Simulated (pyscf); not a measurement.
GeH₂ [singlet] + H₃C–CH₃ → GeH₄ + H₂C=CH₂ (concerted two-bond exchange; singlet surface; C–H, C–H broken, Ge–H, Ge–H formed). PySCF, gas phase, ωB97X-D3(BJ)/def2-SVP geometries. Correlated levels are frozen-core, on RHF or UHF. ΔMP2 is the change of the MP2 total energy from the triple- to the quadruple-zeta basis. Energies in kcal/mol from the separated reactants.

| level | barrier | reaction energy |
|---|---|---|
| r²SCAN/def2-TZVP | 35.1 | -6.5 |
| PBE0-D3(BJ)/def2-TZVP | 39.1 | -3.0 |
| HF/def2-TZVP | 74.4 | -4.5 |
| MP2/def2-QZVPP | … | -7.0 |
| CCSD/def2-TZVPP | 51.0 | -5.9 |
| CCSD(T)/def2-TZVPP | 45.2 | -7.1 |
| CCSD(T)/def2-TZVPP + ΔMP2(QZVPP) | … | … |

Task: Some entries are withheld; supply them.

Result: 
- MP2/def2-QZVPP, barrier: 39.2
- CCSD(T)/def2-TZVPP + ΔMP2(QZVPP), barrier: 44.9
- CCSD(T)/def2-TZVPP + ΔMP2(QZVPP), reaction energy: -6.3

On the reactant side the descent ends in a complex (not fully relaxed), 5.1 kcal/mol under the separated species and 52.0 kcal/mol under the saddle at ωB97X-D3(BJ)/def2-TZVP. At ωB97X-D3(BJ) the barrier from the zero used here is 46.9 kcal/mol. This is the saddle that the search found; another between the same sides may lie lower. The CCSD(T) − MP2 part came from Ansatz, without density fitting, on the same reference. The frozen core leaves the outer d or s,p core shells of the metals and heavy elements correlated in the MP2 and CC values, and def2-TZVPP describes them poorly, which can shift differences by a few kcal/mol. Elements up to Kr have no core potential and no relativistic terms here.
